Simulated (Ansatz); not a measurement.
Relaxed structures of C2H6O, closed shell (PBE0-D4/def2-TZVP; forces vanish, vibrations not checked; lower isomers may exist, and structures with a doubtful reference or unclear bonds are left out; Å). Program: Ansatz 0.2.0. Basis: def2-TZVPP. Cores are frozen in the correlated methods.

Question: Rank them by CCSD(T) energy, lowest first, and give each one's height above the lowest. Links in brackets join atoms within 1.22 times the sum of their covalent radii (1.1 for two metals). (To be estimated.)
A.
a complex of CH₂O ([CH][OH]) + CH₄
```
9
angstrom
C -1.1156 0.6813 -0.7229
C 1.5796 -0.3269 1.3494
O 1.1557 -1.2340 0.5228
H -0.5689 0.4211 -1.6312
H -0.4247 0.9797 0.0707
H -1.7718 1.5222 -0.9445
H 0.4225 -0.8600 0.0055
H -1.7307 -0.1611 -0.4014
H 2.4068 -0.8496 1.8854
```
B.
C₂H₆O (CCO)
```
9
angstrom
C -0.5364 0.5716 -0.4684
C 0.3074 -0.6000 -0.0153
O 1.2055 -0.2614 1.0216
H -1.1820 0.2854 -1.3029
H 0.0976 1.4009 -0.7890
H -1.1816 0.9281 0.3408
H 0.9323 -0.9566 -0.8375
H -0.3378 -1.4376 0.2856
H 0.6950 0.0696 1.7650
```
C.
a complex of C₂H₄O (C=CO) + H₂
```
9
angstrom
C -0.8609 1.1040 0.2237
C -0.4324 -0.1143 0.5257
O 0.8350 -0.4787 0.8204
H 2.0909 -2.5770 -1.5300
H -0.1936 1.9588 0.1851
H -1.9065 1.2682 0.0066
H 1.8164 -2.1695 -0.9669
H -1.0965 -0.9708 0.5643
H 1.4050 0.2966 0.7806
```

Answer: Computed: B (0.00 kcal/mol), C (32.63 kcal/mol), A (64.59 kcal/mol). Heights count from the lowest.

The T1 diagnostic stays at or below 0.015. The restricted Hartree–Fock reference is unstable towards an unrestricted one at one or more of these structures.

For scale, one of the runs: CCSD(T)/def2-TZVPP, 177 basis functions, launched by `ansatz run in.yaml --threads 2 --pin off --events-out ev --progress --plain --max-ram 4352MiB`. Time: 31 s of wall clock on 2 CPU threads of an Arm Neoverse V1; the host was shared. Peak host memory: 1.7 GiB.
